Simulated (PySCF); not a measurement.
C3H5 (doublet state).
SMILES with atom numbers: `[CH2:1]=[C:2][CH3:3]` (hydrogens: H4, H5 on C1; H6, H7, H8 on C3)

Method used: UKS B3LYP, pcH-1 on C H, non-relativistic, mean-field spin-orbit, GIAO in PySCF. Isolated species at its GFN2-xTB geometry, gas phase. The geometry wasn't refined by DFT: couplings that depend on bond lengths, twists or pyramidal angles can differ widely from those at the functional's own minimum.

Task: Where do the isotropic ENDOR lines of H4, H5 and H6/H7/H8 fall at 3355.0 mT, to first order?

Result: For S = 1/2 in fast tumbling each set of equivalent nuclei gives two lines, ν± = |νn ± a/2| to first order, with νn = g_N μN B/h and μN/h = 7.62259 MHz/T.

```tsv
nuclei	isotope	g_N	νn (MHz)	a_iso (MHz)	lower line (MHz)	upper line (MHz)
H4	1H	5.5857	142.85	177.35	54.17	231.52
H5	1H	5.5857	142.85	113.69	86.00	199.69
H6/H7/H8	1H	5.5857	142.85	64.32	110.69	175.01
```

Task: Which pairs are centred on the nuclear Larmor frequency, and which on half the coupling?

Result: Centred on νn, since |a| < 2νn: H4, H5 and H6/H7/H8. No pair has |a| > 2νn.

Task: At what field would the lower line of H5 fall to zero frequency?

Result: Where νn = |a|/2, that is B = 56.84 MHz/(5.5857 × 7.62259 MHz/T) = 1340 mT, as far as first order holds there.

Nuclei that the bonding pattern makes equivalent are averaged, as if the motion that swaps them (rotation, inversion, ring flip) were fast. The three 1H nuclei of mean +64.3 MHz run from 26.4 to 140.0 MHz in the frozen geometry.

The Mulliken spin populations are largest on C2 (+0.98), C1 (-0.16), H4 (+0.10) and H8 (+0.07). No atom but C2 exceeds +0.15.
